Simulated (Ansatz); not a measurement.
A CCSD(T) single point on `CC1CCOCO1`.

```yaml
crystal:
  periodic: [false, false, false]
  atoms:
    - {symbol: C, position_ang: [-1.086292, -1.190713, 0.798336]}
    - {symbol: C, position_ang: [-1.040089, 0.067391, -0.052786]}
    - {symbol: C, position_ang: [-0.151758, -0.057549, -1.288507]}
    - {symbol: C, position_ang: [1.310730, 0.069743, -0.905199]}
    - {symbol: O, position_ang: [1.515375, 1.252957, -0.160039]}
    - {symbol: C, position_ang: [0.719191, 1.245583, 0.985259]}
    - {symbol: O, position_ang: [-0.645051, 1.211421, 0.701668]}
    - {symbol: H, position_ang: [-1.558515, -1.999852, 0.236097]}
    - {symbol: H, position_ang: [-1.675358, -1.009707, 1.699144]}
    - {symbol: H, position_ang: [-0.095935, -1.535051, 1.101897]}
    - {symbol: H, position_ang: [-2.059936, 0.299471, -0.370245]}
    - {symbol: H, position_ang: [-0.334773, -1.009322, -1.795475]}
    - {symbol: H, position_ang: [-0.399249, 0.748416, -1.984184]}
    - {symbol: H, position_ang: [1.948917, 0.136750, -1.787440]}
    - {symbol: H, position_ang: [1.643038, -0.798555, -0.315477]}
    - {symbol: H, position_ang: [0.905052, 2.179169, 1.515417]}
    - {symbol: H, position_ang: [1.004655, 0.389849, 1.621523]}
basis:
  gaussian: {orbitals: def2-TZVPP}
correlation: {method: ccsd_t}
```

```sh
$ ansatz run in.yaml --threads 2 --pin off --events-out ev --progress --plain --max-ram 32768MiB --backend cuda --devices 0, --max-vram 18GiB
```

Log, shortened:

```
Functional definition: HF
2139 factors; integrals over basis functions are off by at most 8.8e-4 eV
mean field evaluation 1: about -9382.7941 eV, gradient 4.4e1 eV
mean field evaluation 2: about -9383.2292 eV, gradient 4.4e1 eV
mean field evaluation 4: about -9388.0418 eV, gradient 5.6e0 eV
mean field evaluation 8: about -9388.1242 eV, gradient 2.9e-1 eV
mean field -9388.12449372 eV, -345.0072116450 hartree, gradient 1.3e-6 eV, S^2 0.000000; 0 other end points of the search recorded, 0 dependent functions left out
7 core orbitals not correlated: weight in the atoms' cores, before any rotation towards them, 1.000 or more for the frozen orbitals, at most 0.000 for the correlated occupied ones
reference -9388.12449372 eV, -345.0072116450 hartree; 21, 21 occupied and 329, 329 virtual orbitals, 2139 factors
second order -36.00288937 eV of doubles, -0.00000000 eV of singles
cycle   1  -36.33627267 eV  change   -3.3e-1 eV  update   1.2e-1
cycle   2  -37.17767685 eV  change   -8.4e-1 eV  update   3.4e-2
cycle   3  -37.35357746 eV  change   -1.8e-1 eV  update   1.7e-2
cycle   4  -37.34064275 eV  change    1.3e-2 eV  update   3.6e-3
cycle   5  -37.34029527 eV  change    3.5e-4 eV  update   1.8e-3
cycle   6  -37.34147453 eV  change   -1.2e-3 eV  update   5.5e-4
cycle   7  -37.34120742 eV  change    2.7e-4 eV  update   2.3e-4
cycle   8  -37.34108256 eV  change    1.2e-4 eV  update   6.8e-5
cycle   9  -37.34109541 eV  change   -1.3e-5 eV  update   2.4e-5
perturbative correction -1.50969770 eV, -0.0554803673 hartree
Total energy: -9426.97528683 eV, -346.4349519578 hartree
```

It took 20 s on 2 threads of an AMD EPYC 7R13 on a shared host and a share of an NVIDIA H100 80 GB, with 0.84 GiB of host memory at the peak.

The correlation energy is -38.851 eV, 3.9 % of it from (T); the T1 diagnostic reads 0.0110.
